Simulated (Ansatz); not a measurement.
# How far each method lies from RCCSDTQ for SiGeH2⁺ (H-bridged), doublet

Geometry: that of the SiGeH2 (H-bridged), singlet, kept fixed.

```xyz
4

Si    0.0000    0.0746    1.5249
Ge    0.0000   -0.0064   -0.6402
H     0.0000   -0.3073    2.9682
H     0.0000   -1.3061    0.6773
```

Basis cc-pVDZ; Ansatz 0.2.0. Only valence electrons are correlated (noble-gas cores and the filled d shells of p-block atoms frozen), which leaves 9 electrons in 36 orbitals. R marks a restricted (for open shells ROHF) determinant, U an unrestricted one. Active spaces: valence = (9e, 10o) chosen from the atoms' valence shells. No spin–orbit coupling is included, and no scalar relativity.

Full CI isn't at hand for all of this; RCCSDTQ serves as the reference, and is uncertain by about the last step of the cluster series. The frozen core follows each run's orbitals, which can shift R against U totals by a few meV for light atoms and by up to 0.1 eV past Ca.

For open shells CISD is restricted-active-space CI with the open shells as a complete middle space.

The UHF ⟨S²⟩ is 0.764. The T1 diagnostic (RCCSD) is 0.0201. The largest doubles amplitude (RCCSD) is 0.074.

| level | E − E(RCCSDTQ) (kJ/mol) | share of correlation (%) | wall time |
| --- | --- | --- | --- |
| RHF | 506.9 | 0.00 | – |
| RMP2 | 113.6 | 77.59 | – |
| CISD | 60.3 | 88.11 | 1.4 s |
| RCCSD | 24.7 | 95.12 | – |
| RCCSD(T) | 5.2 | 98.98 | 4.9 s |
| BCCD(T) | 5.2 | 98.98 | 3.6 s |
| RCCSDT | 1.3 | 99.74 | – |
| RCCSDT(Q) | 0.1 | 99.97 | 15 s |
| CASSCF (valence space) | 276.5 | 45.44 | – |
| NEVPT2 (valence space) | 69.1 | 86.38 | 8 s |
| MRCISD (valence space) | 16.6 | 96.73 | – |
| MRCISD+Q (valence space) | 0.2 | 99.96 | 14 s (H100) |

The correlation energy at RCCSDTQ, counted from RHF, is -5.253 eV. That run took 42 s on 2 threads of AMD EPYC 7R13 with a shared H100 80 GB, shared host.

Run but not shown, since their state or frozen core can't be matched to the reference's or they repeat it: UHF, UMP2, UCCSD, UCCSD(T), UCCSDT, UCCSDT(Q).

Times hold each run's SCF and search for its determinant on a shared host, so for small cases they say little of a method's own cost; rows without a card ran on 1 thread of AMD EPYC 7R13.

Natural occupations of CASSCF (valence space) about the gap: 1.982 1.969 1.947 1.926 0.988 0.061 0.044 0.039 0.029 0.015; effectively unpaired electrons, Σ n²(2−n)², 1.07.
